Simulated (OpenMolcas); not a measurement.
# C2H3FO (acetyl fluoride): RGE2/def2-SVPD

Aim: the vertical electron affinity of C2H3FO (acetyl fluoride) at RGE2/def2-SVPD, from 2 runs. 

Program for the calculation: OpenMolcas 26.06.

**1. The structure to begin with**

C2H3FO has 7 atoms, charge 0, and is taken as a singlet. SMILES: `CC(=O)F`. Geometry: relaxed at GFN2-xTB.

Bond lengths: C1–C2 1.485 Å, C2–O3 1.178 Å, C2–F4 1.369 Å, C1–H5 1.085 Å, C1–H6 1.089 Å, C1–H7 1.089 Å. Angles: C1–C2–O3 130.8°, C1–C2–F4 110.2°, O3–C2–F4 119.0°, C2–C1–H5 110.1°, C2–C1–H6 109.3°, C2–C1–H7 109.1°, H5–C1–H6 110.5°, H5–C1–H7 110.2°, H6–C1–H7 107.7°.

**2. The energy at RGE2/def2-SVPD**

job.input

```
&GATEWAY
  BasLib=$CurrDir
  Coord
  7
  angstrom
  C        0.487480       0.014070       0.446580
  C       -0.696460      -0.034420      -0.448050
  O       -1.843570      -0.137060      -0.201820
  F       -0.304710       0.066810      -1.755740
  H        0.179210      -0.110540       1.479800
  H        1.186800      -0.769790       0.161010
  H        0.991240       0.970930       0.318210
  Basis=def2-SVPD
  Group=NoSym

&SEWARD

&SCF
  KSDFT=RGE2
  PrOrbitals=1 1
```

The basis set def2-SVPD is read from a file made from the Basis Set Exchange's data (not shown).

On the command line:

```sh
$ export MOLCAS_MEM=1860
$ pymolcas job.input > job.log
```

Log:

```text
--- Start Module: gateway ---
[...]
--- Stop Module: gateway /rc=_RC_ALL_IS_WELL_ ---
--- Start Module: seward ---
[...]
      Basis functions          110
--- Stop Module: seward /rc=_RC_ALL_IS_WELL_ ---
[...]
--- Start Module: scf ---
[...]
       Convergence after  13 Iterations
[...]
::    Total KS-DFT energy                            -251.9741180656
[...]
      Total spin, S                                     0.0000000000
[...]
      Total electronic charge=   32.000000
      Total            charge=   -0.000000
[...]
      Dipole Moment (debye):
      Origin of the operator (angstrom)=   -0.5710   -0.0173   -0.5584
                   X=  2.5719E+00               Y=  1.3488E-01               Z=  1.4496E+00           Total=  2.9554E+00
      Quadrupole Moment (debye*angstrom):
[...]
--- Stop Module: scf /rc=_RC_ALL_IS_WELL_ ---
[...]
```

Wall time 18 s (1 thread of Arm Neoverse V1, shared host); peak memory 0.65 GiB.

**3. The doublet anion, same level**

job.input

```
* C2H3FO Kohn-Sham DFT
&GATEWAY
BasLib
$CurrDir
Coord
7
angstrom
C        0.487480       0.014070       0.446580
C       -0.696460      -0.034420      -0.448050
O       -1.843570      -0.137060      -0.201820
F       -0.304710       0.066810      -1.755740
H        0.179210      -0.110540       1.479800
H        1.186800      -0.769790       0.161010
H        0.991240       0.970930       0.318210
Basis
def2-SVPD
Group
NoSym
&SEWARD
&SCF
UHF
Charge
-1
Spin
2
KSDFT
RGE2
PrOrbitals
1 1
```

The basis set def2-SVPD is read from a file made from the Basis Set Exchange's data (not shown).

On the command line:

```sh
$ export MOLCAS_MEM=1860
$ pymolcas job.input > job.log
```

Log:

```text
--- Start Module: gateway ---
[...]
--- Stop Module: gateway /rc=_RC_ALL_IS_WELL_ ---
--- Start Module: seward ---
[...]
      Basis functions          110
--- Stop Module: seward /rc=_RC_ALL_IS_WELL_ ---
[...]
--- Start Module: scf ---
[...]
       Convergence after  31 Iterations
[...]
::    Total KS-DFT energy                            -251.9179138705
[...]
      Total spin, S                                     0.5004396857
[...]
      Total electronic charge=   33.000000
      Total            charge=   -1.000000
[...]
      Dipole Moment (debye):
      Origin of the operator (angstrom)=   -0.5710   -0.0173   -0.5584
                   X= -5.4728E-01               Y= -1.4387E+00               Z= -1.9313E+00           Total=  2.4697E+00
      Center of Charge (angstrom)
[...]
--- Stop Module: scf /rc=_RC_ALL_IS_WELL_ ---
[...]
```

Wall time 46 s (1 thread of Arm Neoverse V1, shared host); peak memory 0.65 GiB.

**4. What came out**

At RGE2/def2-SVPD:

```
                                         quantity          value
                     singlet C2H3FO: total energy  -251.97412 Eh
                    singlet C2H3FO: dipole moment         2.96 D
                      singlet C2H3FO: HOMO energy       -7.38 eV
                      singlet C2H3FO: LUMO energy       -1.69 eV
                    singlet C2H3FO: HOMO–LUMO gap        5.69 eV
                      doublet anion: total energy  -251.91791 Eh
doublet anion: HOMO energy (highest over α and β)        3.61 eV
 doublet anion: LUMO energy (lowest over α and β)        3.76 eV
                              doublet anion: ⟨S²⟩          0.751
vertical electron affinity (to the doublet anion)      -1.529 eV
```

In words: The anion lies 1.53 eV (35 kcal/mol) above the neutral: the electron isn't bound at this level, and such a value depends on the basis. The HOMO (doublet anion) lies at positive energy, 3.61 eV, as semi-local functionals often give for anions; only total energies tell whether the electron is bound.
